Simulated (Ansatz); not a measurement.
Cartesian coordinates (Å):
SMILES: [CH]=C
```xyz
5

C      0.7808    -0.3604     0.0628
C     -0.4727    -0.0115     0.0368
H      1.7449     0.0784    -0.1475
H     -1.2694    -0.6971     0.3158
H     -0.7836     0.9906    -0.2678
```
Charge 0, spin multiplicity 2.

Computed with frozen-core CCSD(T)/cc-pVTZ // PBE0-D3(BJ)/def2-TZVP in Ansatz (a program for electronic structure).

```
Item                          Result
----------------------  ------------
HF energy               -77.41972 Ha
MP2 correlation energy   -0.28538 Ha
```

Estimate the CCSD correlation energy, the (T) correction, the total energy and the T1 diagnostic.


CCSD correlation energy: -0.31867 Ha
(T) correction: -0.01361 Ha
CCSD(T) total energy: -77.75201 Ha
T1 diagnostic: 0.042
